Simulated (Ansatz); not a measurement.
Input file:

```yaml
crystal:
  periodic: [false, false, false]
  atoms:
    - {symbol: Ga, position_ang: [0.220415, 0.000000, 0.226698]}
    - {symbol: Be, position_ang: [-1.634207, 0.000000, -1.484698]}
    - {symbol: H, position_ang: [-0.635186, 0.000000, -2.406568]}
basis:
  gaussian: {orbitals: 6-31G}
magnetization: {spin_polarized: false}
correlation: {method: ccsdtq, electrons: outside_noble_gas}
```

```sh
$ ansatz run in.yaml --threads 1 --pin off --events-out ev --progress --plain --max-ram 2393MiB
```

Q: Roughly how long does this take on 1 thread of INTEL XEON PLATINUM 8581C, shared host, and how much host memory?

A: 5 s wall and 0.17 GiB.

```
683 factors; integrals over basis functions are off by at most 2.2e-7 eV
mean field evaluation 1: about -52735.7248 eV, gradient 8.3e0 eV
mean field evaluation 2: about -52735.7956 eV, gradient 8.5e0 eV
mean field evaluation 4: about -52736.6814 eV, gradient 1.9e0 eV
mean field evaluation 8: about -52736.7492 eV, gradient 1.9e-1 eV
mean field evaluation 16: about -52736.4694 eV, gradient 3.9e0 eV
mean field evaluation 32: about -52733.6702 eV, gradient 1.2e-3 eV
mean field evaluation 64: about -52733.6701 eV, gradient 5.2e-2 eV
mean field evaluation 96: about -52733.0547 eV, gradient 1.8e-3 eV
mean field evaluation 128: about -52733.0730 eV, gradient 1.1e0 eV
mean field -52736.75090858 eV, -1938.0398496366 hartree, gradient 5.4e-6 eV, S^2 0.000000; 3 other end points of the search recorded, 0 dependent functions left out; unrestricted orbitals would lower it
determinant -52736.75090858 eV, -1938.0398496366 hartree, with singles and doubles -52739.08985939 eV, -1938.1258044937 hartree
determinant -52733.67018635 eV, -1937.9266351829 hartree, with singles and doubles -52736.17722926 eV, -1938.0187673105 hartree
15 core orbitals not correlated: weight in the atoms' cores, before any rotation towards them, 0.999 or more for the frozen orbitals, at most 0.000 for the correlated occupied ones
reference -52736.75090858 eV, -1938.0398496366 hartree; 3, 3 occupied and 22, 22 virtual orbitals, 683 factors
second order -1.55087230 eV of doubles, -0.00000000 eV of singles
cycle   1  -1.99678890 eV  change   -4.5e-1 eV  update   9.5e-2
cycle   2  -2.34604571 eV  change   -3.5e-1 eV  update   5.3e-2
cycle   3  -2.39393736 eV  change   -4.8e-2 eV  update   2.6e-2
cycle   4  -2.41072789 eV  change   -1.7e-2 eV  update   1.7e-2
cycle   5  -2.42486009 eV  change   -1.4e-2 eV  update   8.4e-3
cycle   6  -2.42408865 eV  change    7.7e-4 eV  update   4.7e-3
cycle   7  -2.42143929 eV  change    2.6e-3 eV  update   2.8e-3
cycle   8  -2.42462252 eV  change   -3.2e-3 eV  update   1.5e-3
cycle   9  -2.42544422 eV  change   -8.2e-4 eV  update   8.0e-4
cycle  10  -2.42428977 eV  change    1.2e-3 eV  update   4.0e-4
cycle  11  -2.42443256 eV  change   -1.4e-4 eV  update   1.9e-4
cycle  12  -2.42453019 eV  change   -9.8e-5 eV  update   1.0e-4
cycle  13  -2.42462919 eV  change   -9.9e-5 eV  update   4.3e-5
cycle  14  -2.42463448 eV  change   -5.3e-6 eV  update   2.1e-5
cycle  15  -2.42463189 eV  change    2.6e-6 eV  update   1.1e-5
cycle  16  -2.42463197 eV  change   -7.5e-8 eV  update   5.5e-6
cycle  17  -2.42463501 eV  change   -3.0e-6 eV  update   2.9e-6
cycle  18  -2.42463451 eV  change    5.0e-7 eV  update   1.5e-6
cycle  19  -2.42463419 eV  change    3.2e-7 eV  update   6.2e-7
cycle  20  -2.42463366 eV  change    5.3e-7 eV  update   3.9e-7
Total energy: -52739.17554224 eV, -1938.1289532802 hartree
```

For the same geometry and basis full CI lies 0.2 meV lower.
